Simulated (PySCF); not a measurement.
# LiH: changing the method

Starting from one script, swap the method and compare what comes out for LiH.

Method: each script names its method and basis; program: PySCF 2.14.0.

## Step 1: The starting structure

LiH: 2 atoms, charge 0, spin multiplicity 1.

Bond lengths: Li1–H2 1.846 Å.

## Step 2: The base run

input.py reads:

```python
from pyscf import gto, scf

mol = gto.M(
    atom='Li 0 0 0; H 0 0 1.846',
    basis='6-311g**',
    charge=0,
    spin=0,
    symmetry=True,
    verbose=4,
)
mf = scf.RHF(mol)
mf.kernel()
mf.analyze()
print('orbital energies (hartree):', mf.mo_energy[..., max(0, mol.nelec[1]-3):mol.nelec[0]+3].round(4))
```

Command:

```sh
$ OMP_NUM_THREADS=1 python input.py
```

## Step 3: Pbesol (RKS)

Edit 1 changes functional: none (Hartree–Fock) → pbesol; SCF type: RHF → RKS.

Edit input.py of step 2 so:

```diff
@@ -1,2 +1,2 @@
-from pyscf import gto, scf
+from pyscf import gto, dft
 
@@ -10,3 +10,3 @@
 )
-mf = scf.RHF(mol)
+mf = dft.RKS(mol, xc='pbesol')
 mf.kernel()
```

## Step 4: TDA

Edit 2 changes step after the SCF: analyze → tda; number of roots: none → 3.

input.py reads:

```python
from pyscf import gto, scf, tdscf

mol = gto.M(
    atom='Li 0 0 0; H 0 0 1.846',
    basis='6-311g**',
    charge=0,
    spin=0,
    symmetry=True,
    verbose=4,
)
mf = scf.RHF(mol)
mf.kernel()
td = tdscf.TDA(mf)
td.nstates = 3
td.kernel()
td.analyze()
mf.dip_moment()
print('orbital energies (hartree):', mf.mo_energy[..., max(0, mol.nelec[1]-3):mol.nelec[0]+3].round(4))
```

## Step 5: EOM-IP

Edit 3 changes step after the SCF: analyze → eomip; number of roots: none → 6.

input.py reads:

```python
from pyscf import gto, scf, cc

mol = gto.M(
    atom='Li 0 0 0; H 0 0 1.846',
    basis='6-311g**',
    charge=0,
    spin=0,
    symmetry=True,
    verbose=4,
)
mf = scf.RHF(mol)
mf.kernel()
mycc = cc.CCSD(mf)
mycc.kernel()
e = mycc.ipccsd(nroots=6)[0]
print('roots (eV) =', (e*27.211386).round(3))
mf.dip_moment()
print('orbital energies (hartree):', mf.mo_energy[..., max(0, mol.nelec[1]-3):mol.nelec[0]+3].round(4))
```

## Step 6: UHF

Edit 4 changes SCF type: RHF → UHF.

input.py reads:

```python
from pyscf import gto, scf

mol = gto.M(
    atom='Li 0 0 0; H 0 0 1.846',
    basis='6-311g**',
    charge=0,
    spin=0,
    symmetry=True,
    verbose=4,
)
mf = scf.UHF(mol)
mf.kernel()
mf.analyze()
print('orbital energies (hartree):', [e[max(0, n-3):n+3].round(4) for e, n in zip(mf.mo_energy, mol.nelec)])
```

## Step 7: SCF alone

Edit 5 changes step after the SCF: analyze → none.

Edit input.py of step 2 so:

```diff
@@ -12,3 +12,3 @@
 mf.kernel()
-mf.analyze()
+mf.dip_moment()
 print('orbital energies (hartree):', mf.mo_energy[..., max(0, mol.nelec[1]-3):mol.nelec[0]+3].round(4))
```

## Step 8: ROHF

Edit 6 changes SCF type: RHF → ROHF.

Edit input.py of step 2 so:

```diff
@@ -10,3 +10,3 @@
 )
-mf = scf.RHF(mol)
+mf = scf.ROHF(mol)
 mf.kernel()
```

Before running it: what results should come out? Wanted: for each run, E(SCF); from base; gap; SCF dipole; after the SCF.

**Answer**, as computed:

| run | E(SCF) (hartree) | from base (eV) | cycles | gap (eV) | SCF dipole (D) | after the SCF |
| --- | --- | --- | --- | --- | --- | --- |
| base | -7.980407 | 0 | 7 | 7.67 | 6.60 | n/a |
| pbesol (RKS) | -7.966243 | not comparable | 8 | 2.50 | 6.04 | n/a |
| TDA | -7.980407 | 0.0000 | 7 | 7.67 | 6.60 | lowest root found 3.78 eV |
| EOM-IP | -7.980407 | 0.0000 | 7 | 7.67 | 6.60 | CCSD correlation -1.248 eV, first root 7.47 eV |
| UHF | -7.980407 | 0.0000 | 7 | 7.67 | 6.60 | n/a |
| SCF alone | -7.980407 | 0.0000 | 7 | 7.67 | 6.60 | n/a |
| ROHF | -7.980407 | 0.0000 | 7 | n/a | 6.60 | n/a |

**Reading.** With UHF or ROHF the SCF ends at the base energy. Total energies of different functionals can't be compared with each other; differences within one functional can. With UHF, ROHF the path hardly changes: 7 cycles against 7.
